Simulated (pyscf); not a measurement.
`[OH][Al]([OH])[F]` + `[H]` [doublet] -> `[O][Al]([OH])[F]` [doublet] + `[H][H]`, a hydrogen abstraction (doublet surface; H–O broken, H–H formed). Structures and frequencies: ωB97X-D3(BJ)/def2-SVP in PySCF. Energies in kcal/mol from the separated reactants.

AM1 to PM7: differences of heats of formation from MOPAC, which are fitted to 298 K values and so differ in kind from electronic energies by zero-point and thermal terms. Open shells are spin-unrestricted. 

Q: In single points PM7 puts the saddle at -8.0 kcal/mol and the reaction energy at -0.7 kcal/mol. Should these be trusted to within a few kcal/mol? Compare with ωB97M-D3(BJ)/def2-TZVP.

A: ωB97M-D3(BJ)/def2-TZVP gives ΔE‡ = 21.0 kcal/mol and ΔE = +18.9 kcal/mol. PM7 lies 29.1 kcal/mol under it in the barrier and 19.6 kcal/mol under it in the reaction energy, so on this step it does not hold to within 3.0 kcal/mol. At PM7 this geometry lies under one side, so its ΔE‡ may be no barrier of that level. ωB97M-D3(BJ)/def2-TZVP has limits of its own. One saddle was located; it need not be the lowest between these sides. The angle at the transferred H is 152°.
